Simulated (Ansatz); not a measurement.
A basis-limit estimate, worked out

An elementary step of CH$_{5}$BO, singlet (CH₅BO ([CH3][BH][OH]) → BHO ([BH][O]) + CH₄; B–C, O–H broken or loosened, C–H formed or tightened). “Start” and “end” are the PBE0-D4/def2-TZVP structures reached by relaxing down either side of its saddle point, with the molecules still in contact.

Program: Ansatz 0.2.0. Basis: def2-TZVPP and def2-QZVPP. Cores are frozen in the correlated methods.

Energies in eV:

| quantity | end | start |
| --- | --- | --- |
| Hartree–Fock, triple zeta (X = 3) | -3821.08628 | -3821.56590 |
| Hartree–Fock, quadruple zeta (X = 4) | -3821.28775 | -3821.75675 |
| MP2 correlation, X = 3 | -14.37118 | -14.26374 |
| MP2 correlation, X = 4 | -15.37611 | -15.28358 |
| CCSD(T) correlation, X = 3 | -15.58906 | -15.53463 |

Question: Work out the step energy at the basis limit: extrapolate Hartree–Fock as E(X) = E∞ + A exp(−7.88 √X) and the MP2 correlation as E(X) = E∞ + B X^−2.97 (the exponents that Neese and Valeev fitted for def2-TZVPP and QZVPP), then add CCSD(T) − MP2 in triple zeta.

Answer: Each step is linear, so take the differences first (end − start): Hartree–Fock 0.47962 (X = 3) and 0.46900 (X = 4); MP2 correlation -0.10744 and -0.09253; CCSD(T) correlation -0.05443.
Two points give E∞ = E(4) + w [E(4) − E(3)], with w = 1/(exp(7.88 (2 − √3)) − 1) = 0.1377 for Hartree–Fock and w = 1/((4/3)^2.97 − 1) = 0.7407 for the correlation.
Hartree–Fock: 0.46900 + 0.1377 × (-0.01062) = 0.4675 eV.
MP2 correlation: -0.09253 + 0.7407 × 0.01491 = -0.0815 eV.
CCSD(T) − MP2: -0.05443 − (-0.10744) = 0.0530 eV.
Sum: 0.4675 + (-0.0815) + 0.0530 = 0.4390 eV, or 10.12 kcal/mol. Plain CCSD(T) in triple zeta gives 0.4252 eV, so the larger basis shifts the result by 0.0138 eV.

The T1 diagnostic stays at or below 0.016.

Labels in which every atom is bracketed show which atoms are joined, not bond orders.

For scale, one of the runs: CCSD(T)/def2-TZVPP, 163 basis functions, launched by `ansatz run in.yaml --threads 2 --pin off --events-out ev --progress --plain --max-ram 4352MiB`. Hardware: 2 CPU threads of an Arm Neoverse V2, shared host. Wall time 18 s; peak host memory 1.3 GiB.
